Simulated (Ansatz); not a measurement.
**Relaxing Sn3O4**

Method: DFT PBE, scalar-relativistic, plane waves, PAW (Ansatz 0.2.0). Cutoff 420 eV, Γ-centred k mesh, Gaussian smearing, no spin polarisation in the final step.

This is the end of a relaxation of cell and atoms.

```
Sn O
1.0
     7.37974   -1.62725    0.00000
     7.37974    1.62725    0.00000
    -0.75751    0.00000    5.68231
Sn O
3 4
Direct
  0.75134 0.75134 0.25404
  0.24866 0.24866 0.74596
  0.00000 0.00000 0.00000
  0.17790 0.17790 0.05783
  0.82210 0.82210 0.94217
  0.68061 0.68061 0.56057
  0.31939 0.31939 0.43943
```

The zero of energy is the elements' standard structures at the same level (O₂ as a molecule); no fitted shifts are applied.

Problem. What space group does it have?

Solution. C2/m (No. 12). Conventional cell: a = 14.759 Å, b = 3.255 Å, c = 5.733 Å, β = 97.6°. Sn on Wyckoff site i (2 atoms of the primitive cell) is coordinated by 6 O at 2.12–2.19 Å; Sn on Wyckoff site a (1 atom of the primitive cell) has 2 O at 2.60 Å and 2 Sn at 3.25 Å; O on Wyckoff site i (2 atoms of the primitive cell) is coordinated by 3 Sn at 2.18–2.19 Å; around O on Wyckoff site i (2 atoms of the primitive cell) lie 3 Sn at 2.12–2.16 Å.

Problem. How far does it lie from the elements in energy?

Solution. -1.12 eV/atom.

Problem. Is it a metal?

Solution. Yes, bands cross the Fermi level on the 12×12×8 mesh.

The final run used a 12×12×8 mesh on its 7-atom cell and 0.10 eV smearing. The k mesh leaves about 4 meV/atom of noise in metals. The cell came from a trial start, so Sn3O4 may not exist in this structure.

Cost: 3 runs of about 27 core-minutes in all, on Arm Neoverse V2 (shared hosts).